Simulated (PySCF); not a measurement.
# Spin-rotation constants: difluorophosphine, F2HP

Cartesian coordinates in Å; atom numbers follow the order of the lines, from 1:
```xyz
4

F     1.2602   -0.5430    0.2998
P    -0.1290   -0.3153   -0.4801
F    -1.1277   -0.2425    0.7801
H     0.0214    1.1116   -0.6239
```

Method: PySCF, GIAO B3LYP/cc-pVTZ magnetisability, rotational g tensor and spin-rotation constants, non-relativistic, gas phase. Geometry: PBE0-D3(BJ)/def2-SVP.

Give the nuclear spin-rotation constants along the inertial axes (H = +C I·J) beside the isotropic shieldings.

Rotational constants 23.8964, 8.5429, 6.6134 GHz.
| atom | isotope | Caa (kHz) | Cbb (kHz) | Ccc (kHz) | mean (kHz) | σ (ppm) |
| --- | --- | --- | --- | --- | --- | --- |
| F1 | 19F | 13.877 | 4.351 | 13.025 | 10.418 | 293.4 |
| P2 | 31P | 54.770 | 19.869 | 12.778 | 29.139 | 73.5 |
| F3 | 19F | 13.875 | 4.347 | 13.031 | 10.418 | 293.3 |
| H4 | 1H | -1.976 | -0.552 | 0.463 | -0.688 | 23.4 |

For the geometry as given, no vibrational averaging.
